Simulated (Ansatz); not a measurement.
We consider hcp Tc, described by LDA in Ansatz (PAW).

Settings: plane-wave cutoff 520 eV, 18×18×12 k mesh (along the axes of the cell as run), Fermi–Dirac smearing 0.1 eV, perturbation theory, no spin polarisation, scalar-relativistic PAW data made under PBE.

Computed at the level's own relaxed cell.

Tc has the hexagonal space group P6₃/mmc (No. 194), the hcp (Mg type) structure, Pearson symbol hP2. Lattice parameters: a = b = 2.7096 Å, c = 4.3322 Å, α = β = 90.00°, γ = 120.00°. Tc on 2c has 12 Tc at 2.672–2.710 Å (anticuboctahedral). (Neighbours: up to the widest gap in distance over summed covalent radii, below 1.35, at either atom.)

Harmonic phonon frequencies (cm⁻¹; i marks an imaginary mode):

| q point | frequencies |
|---|---|
| Γ | 0 0 0 115 148 148 |
| M | (withheld) |
| K | 177 195 195 197 232 232 |

What belongs in the gaps?


- M, frequencies: 125 138 161 209 241 248

No imaginary mode appears at these points.

Ansatz is a program for electronic structure.
